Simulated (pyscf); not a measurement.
Single points on ωB97X-D3(BJ)/def2-SVP structures (PySCF, gas phase).

SMILES: [NH2][In]([Cl])[Cl]
```xyz
6

N      1.4275     0.1113    -0.7253
In     0.4764    -0.4198     0.9501
Cl     1.5982    -0.6571     2.9688
Cl    -1.8311    -0.6691     1.0078
H      2.4265    -0.0603    -0.7902
H      0.9740    -0.0659    -1.6166
```

Task: List the bond dissociation enthalpies at 298 K of H₂N–In(Cl)–Cl (SMILES [NH2][In]([Cl])[Cl]) from ωB97M-D3(BJ)/def2-TZVP, from the weakest bond up.

Result: In–N to NH₂• + [Cl–In–Cl]•: 68.3 kcal/mol; Cl–In to [H₂N–In–Cl]• + Cl•: 90.0 kcal/mol; H–N to •HN–In(Cl)–Cl + H•: 110.0 kcal/mol. Ring and multiple bonds, and those that leave no two simple radicals, are not listed. The radicals are drawn with the spin at the cut bond; how far it spreads was not checked. Other isomers of •HN–In(Cl)–Cl, [H₂N–In–Cl]• were not searched in full and may lie lower. Left out: the spin-orbit lowering of Cl. Elements past Kr carry the def2 core potentials, without spin-orbit coupling.
